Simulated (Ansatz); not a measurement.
The same path of C2H6Si (9 atoms, charge 0, multiplicity 1) was run 3 times with different band settings. The coordinate that changes most is the dihedral H5–C1–Si2–C3.

Theory: Ansatz, RKS r2SCAN-D4/def2-SVP.

Relaxed end points:

```xyz
9
Properties=species:S:1:pos:R:3
C -0.529 1.051 -0.809
Si 0.905 -0.201 -0.922
C 0.606 -1.073 0.747
H -1.427 0.479 -1.127
H -0.439 1.903 -1.500
H -0.747 1.418 0.209
H -0.455 -1.166 1.039
H 1.103 -2.051 0.842
H 1.073 -0.406 1.502
```

```xyz
9
Properties=species:S:1:pos:R:3
C -0.667 0.921 -0.864
Si 0.276 -0.728 -1.066
C 0.691 -0.998 0.778
H -1.075 1.317 -1.806
H 0.018 1.684 -0.443
H -1.494 0.826 -0.135
H -0.216 -0.954 1.411
H 1.214 -1.944 0.981
H 1.341 -0.170 1.127
```

Common settings: spring 5.0 eV/Å²; optimiser quadratic models (default); start path through a guess of the saddle point; force threshold 0.05 eV/Å; iteration limit 60; end points relaxed.

| run | movable images | climbing image |
| --- | --- | --- |
| 1 | 5 | yes |
| 2 | 3 | yes |
| 3 | 6 | no |

(1) What does each run give, and how far can it be trusted?

Results:

(1) Run 1: converged after 7 iterations, highest image 0.020 eV above the first end. A vibrational analysis at the climbing image gives one clearly imaginary mode, 124i cm⁻¹: a first-order saddle point.
Run 2: converged after 5 iterations, highest image 0.020 eV above the first end. Another band between the same ends (5 images) ends at a top of the same energy, where a vibrational analysis finds 1 clearly imaginary mode. So few images can step over the top or miss a turn of the path.
Run 3: converged after 5 iterations, highest image 0.021 eV above the first end. No image climbed, so the highest image needn't sit at the top of the path.
